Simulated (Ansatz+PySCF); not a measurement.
## doublet HO2: levels of theory in one basis

```yaml
atoms:
  - { symbol: H, position_ang: [0.0076, 0.4101, 0.3570] }
  - { symbol: O, position_ang: [0.0068, 0.6478, 1.2810] }
  - { symbol: O, position_ang: [-0.0081, -0.4982, 1.9445] }
```

Basis set: cc-pVTZ (spherical functions). Left uncorrelated: 2 orbitals. Correlation on ROHF uses semicanonical orbitals with singles. Charge 0, multiplicity 2.

Computed with Ansatz (development build ahead of 0.2.0) and PySCF 2.14.0; each method stands on the lowest determinant of its kind that the runs found.

| method | E − E(ROHF) (eV) | <S²> of the determinant |
| --- | --- | --- |
| ROHF | 0.00 | 0.75 |
| UHF | -0.18 | 0.76 |
| ROHF-MP2 | -12.22 | – |
| UHF-MP2 | -12.21 | 0.76 |
| ROHF-CCSD(T) | -13.10 | – |

Q: What does UHF-CCSD give on the same scale?

A: -12.64 eV.
